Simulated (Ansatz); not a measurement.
Tetrafluoromethane → F₂ + `F[C]F` at 298.15 K and 1 bar (difluorocarbene loss).

Isolated molecules relaxed with PBE0-D4/def2-TZVP in Ansatz; ΔE leaves out vibrations. CCSD(T)/CBS adds triple-zeta CCSD(T) − MP2 to the extrapolated MP2 energy (def2 sets, frozen cores). This one scheme is used for every species.

| species | CCSD(T)/CBS energy (Eh) | H − E (kJ/mol) | S (J/(mol·K)) |
| --- | --- | --- | --- |
| `FC(F)(F)F` | -437.22722 | 58.0 | 261.3 |
| F₂ | -199.39789 | 15.3 | 201.9 |
| `F[C]F` | -237.54028 | 28.9 | 240.6 |

H − E and S are ideal-gas, rigid-rotor, harmonic terms from PBE0-D4/def2-TZVP. 1 Eh = 2625.50 kJ/mol, R = 8.31446 J/(mol·K).

Problem. By hand: ΔE, ΔH, ΔS and ΔG.

Solution. ΔE = (-199.39789) + (-237.54028) − (-437.22722) = 0.28905 Eh = 758.9 kJ/mol. Δ(H − E) = 15.3 + 28.9 − 58.0 = -13.8, so ΔH = 745.1 kJ/mol. ΔS = 201.9 + 240.6 − 261.3 = 181.2 J/(mol·K). ΔG = 745.1 − 298.15 × (181.2)/1000 = 691.1 kJ/mol.

Problem. By hand: the equilibrium constant, and the temperature at which ΔG would vanish if ΔH and ΔS stayed fixed.

Solution. log₁₀ K = −ΔG/(RT ln 10) = -121.1. ΔG = 0 at ΔH/ΔS = 4112 K, far beyond where these terms or the molecules hold.

The number of gas molecules changes by +1, which sets the sign of ΔS. A doubt of 5 kJ/mol in ΔE shifts log₁₀ K by 0.9 here. These are equilibria of isolated gas molecules and say nothing of rates. Largest T1 diagnostic: 0.017 (customary marks: 0.02 for closed shells, 0.045 for open ones).
